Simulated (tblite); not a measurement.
# BeH4O: the cost of one run

Programs: tblite 0.8.0 and PySCF 2.14.0. All values are calculated, for the isolated system unless a continuum is named. Atoms count from 0, parts from 1.

## 1. The system as given

6 atoms, charge 0, multiplicity 1; geometry: rigid parts in contact. Parts: 1 = atoms 0–2, `[BeH2]`, charge 0; 2 = atoms 3–5, `O`, charge 0.

## 2. Search for minima with GFN2-xTB

What the job is given:

```
{"job": {"kind": "dock", "xc": "GFN2-xTB", "basis": "xTB"}, "charge": 0, "multiplicity": 1, "parts": [{"atoms": "0-2", "charge": 0, "multiplicity": 1}, {"atoms": "3-5", "charge": 0, "multiplicity": 1}]}
Be     0.000037    -0.000055    -0.000075
H      0.737477    -1.016574     0.243663
H     -0.737513     1.016630    -0.243588
O      1.612669     0.854746    -1.208852
H      2.377106     0.861237    -1.788197
H      0.891773     0.448972    -1.694381
```

With the program's defaults for keys left out, this is: GFN2-xTB search for minima from random contacts, gas phase.

Started as:

```
$ OMP_NUM_THREADS=1 python cluster_run.py task.json out
```

One launch serves the whole session: the jobs run in the order shown.

**Question.** How long does this first job take on 1 thread of Intel Xeon, shared host?

About 1.3 s.
